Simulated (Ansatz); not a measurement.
For hcp Be, PBEsol (plane waves, PAW; Ansatz, an electronic-structure program) gives:

- lattice parameter a = 2.257 Å
- lattice parameter c = 3.553 Å

Question: What does r²SCAN+rVV10 (PAW; Ansatz) give for the same quantities?

Answer: 
- lattice constant a: 2.261 Å (goes up by 0.2 %)
- lattice parameter c: 3.568 Å (grows by 0.4 %)

For comparison: lattice constant a 2.286 Å (measured, 293 K, not corrected to a static lattice, our sources range from 2.286 to 2.290; as tabulated in Wikipedia's data pages); lattice parameter c 3.584 Å (measured, 293 K, not corrected to a static lattice; as tabulated in Wikipedia's data pages).

Changes are worked out from the printed values.

Unless a cell is named, each level is at its own relaxed cell (PBEsol 7.84, r²SCAN+rVV10 7.90 Å³/atom).

Ansatz's density-functional and Hartree–Fock values are scalar-relativistic unless marked +SOC, with PAW data made under PBE.
